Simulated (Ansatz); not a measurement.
Results of r²SCAN (plane waves, PAW; Ansatz, a first-principles code) for 1T (CdI2-type) PtSe2.

Problem. Estimate the interlayer binding energy, layer repeat distance and gap between the layers that the calculation returns.

Solution. 
* **interlayer binding energy**: 5.0 meV/Å²
* **layer repeat distance**: 5.830 Å
* **gap between the layers**: 3.207 Å

Note: the cell comes from a level without a dispersion term, which matters for the spacing of layers, chains or molecules; the cell has widely spaced layers and the level no dispersion term, so their spacing and the moduli can rest on weak binding.

Spin–orbit coupling is not included.

The computed numbers hold no vibrational or temperature effects.

It cost roughly 7 core-minutes of CPU time.
